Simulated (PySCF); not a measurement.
# CCl₃ at several levels of theory

All levels use the PBE0 minimum (doublet; C–Cl 1.712 Å (×3); Cl–C–Cl 117.1° (×3)), basis [C def2-SVP, Cl def2-SVP], no relativity, density fitting, no spin–orbit coupling, PySCF. For vertical energies the ionised species is a singlet (spins chosen at PBE0 and kept) and the electron-attached one a singlet. Atomisation goes to high-spin ground-configuration atoms, without zero-point energy. Open shells are unrestricted, also as the reference of the correlated levels. A dash marks a value that was not computed or is not defined at that level.

```xyz
4
charge 0 multiplicity 2, angstrom
C     0.0000    0.0000   -0.2652
Cl    1.6865    0.0000    0.0303
Cl   -0.8433    1.4605    0.0303
Cl   -0.8432   -1.4606    0.0303
```

| level | atomisation (kJ/mol) | vertical IP (eV) | vertical EA (eV) | −ε(HOMO) (eV) | dipole (D) |
| --- | --- | --- | --- | --- | --- |
| PBE0 | 1053 | 8.68 | 0.02 | 6.37 | 0.24 |
| HF | 596 | 8.87 | -0.86 | 10.12 | 0.03 |
| MP2 | – | 8.19 | -0.35 | – | – |
| PBE | 1114 | 8.20 | -0.18 | 4.77 | 0.31 |
| CCSD(T) | – | 8.18 | -0.46 | – | – |
| r2SCAN | – | 8.64 | -0.09 | 5.40 | 0.21 |
| B3LYP | 991 | 8.50 | -0.07 | 5.94 | 0.25 |
| TPSSh | 1020 | 8.58 | -0.02 | 5.70 | 0.23 |
| PBEsol | – | 8.17 | -0.15 | 4.72 | 0.32 |
| LDA | 1324 | 8.23 | -0.01 | 4.72 | 0.36 |

For CCl₃ itself CCSD(T) correlates 25 electrons; T1 = 0.014, D1 = 0.080, (T) = -40 kJ/mol.

Without diffuse functions attachment energies tend to come out too low.
